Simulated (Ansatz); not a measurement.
Working through vertical and adiabatic energies of changing the electron count of HLiO, SMILES [Li][OH]

With Ansatz's Python interface.

The cells in order, each with its output:

```python
import warnings

import ansatz as az
import numpy as np

BASIS_SET = '6-31G*'
XC = 'pbe'
CHARGE = 1
```

```python
warnings.simplefilter('ignore', az.DeckWarning)
```

```python
hlio = (
    az.Crystal.molecule()
    .atom('Li', [1.0769, 0.5619, 0.6419])
    .atom('O', [-0.543, 0.1772, -0.275])
    .atom('H', [-0.5449, -0.8039, -0.3801])
)
```

```python
calc = hlio.calculation().basis(gaussian=BASIS_SET).functional(XC)
symbols = [site.symbol for site in hlio.cartesian_sites]
start = np.array([site.position_ang for site in hlio.cartesian_sites], dtype=float)
report = calc.relax(force_tolerance=0.01).run(threads=1, pin='off').report
end = np.array(report['positions_ang'])
```

```python
minimum = az.Crystal.molecule()
for symbol, place in zip(symbols, end):
    minimum = minimum.atom(symbol, place.tolist())
ion = (
    minimum.calculation()
    .basis(gaussian=BASIS_SET)
    .functional(XC)
    .charge(CHARGE)
    .spin('collinear', total=1)
)
vertical = ion.run(threads=1, pin='off').report
settled = ion.relax(force_tolerance=0.01, max_steps=80).run(threads=1, pin='off').report
print(f'vertical ionisation energy   {vertical["free_energy_ev"] - report["free_energy_ev"]:.3f} eV')
print(f'adiabatic, no zero point     {settled["free_energy_ev"] - report["free_energy_ev"]:.3f} eV')
print(f'relaxation energy of the ion {vertical["free_energy_ev"] - settled["free_energy_ev"]:.3f} eV')
ionised = np.array(settled['positions_ang'])
print('final positions (A) and the move of each atom')
for symbol, xyz, old in zip(symbols, ionised, end):
    print(f'{symbol:2s} {xyz[0]:10.5f} {xyz[1]:10.5f} {xyz[2]:10.5f}   {np.linalg.norm(xyz - old):7.4f}')
```

    vertical ionisation energy   9.027 eV
    adiabatic, no zero point     8.599 eV
    relaxation energy of the ion 0.428 eV
    final positions (A) and the move of each atom
    Li    1.02971    0.93200    0.65564    0.1955
    O    -0.08584   -0.46197   -0.09556    0.3286
    H    -0.95487   -0.53483   -0.57328    0.1981

The energies are electronic: no zero-point or thermal terms, and the basis set is short of its limit. The product may relax into another structure. The relaxation finds the nearest minimum, so the adiabatic value is an upper bound. It ran for 38 s on 1 thread of AMD EPYC 7R43 64-Core Processor (Zen 3) (shared host), peak memory 0.19 GiB.
